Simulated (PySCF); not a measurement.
## Working out the ionisation energy of S

S [Ne] 3s2 3p4 (3P) → S⁺ [Ne] 3s2 3p3 (4S). All numbers are calculated (PySCF 2.14, the spin-free X2C one-electron Hamiltonian (Gaussian nucleus), in x2c-SVPall). Frozen: [Ne]. Energies in hartree (1 hartree = 27.21139 eV):

```json
{"part": "UHF", "S (lower)": "-398.434835", "S⁺ (upper)": "-398.097722"}
{"part": "CCSD correlation", "S (lower)": "-0.100448", "S⁺ (upper)": "-0.086655"}
{"part": "(T)", "S (lower)": "-0.001118", "S⁺ (upper)": "-0.000948"}
```

What does Hartree-Fock give?

(-398.097722) − (-398.434835) = 0.337113 hartree = 9.173 eV.

What do CCSD and CCSD(T) give?

The CCSD correlation energies differ by 0.013793 hartree = 0.375 eV and the triples by 0.000170 hartree = 0.005 eV, so CCSD gives 9.548 eV and CCSD(T) 9.553 eV.

Measured between the centres of the two terms (NIST): 10.336 eV, so CCSD(T) (valence) is off by -0.783 eV.

A double-zeta basis recovers only part of the correlation energy.

What remains against the reference includes basis incompleteness, the frozen core and higher excitations.
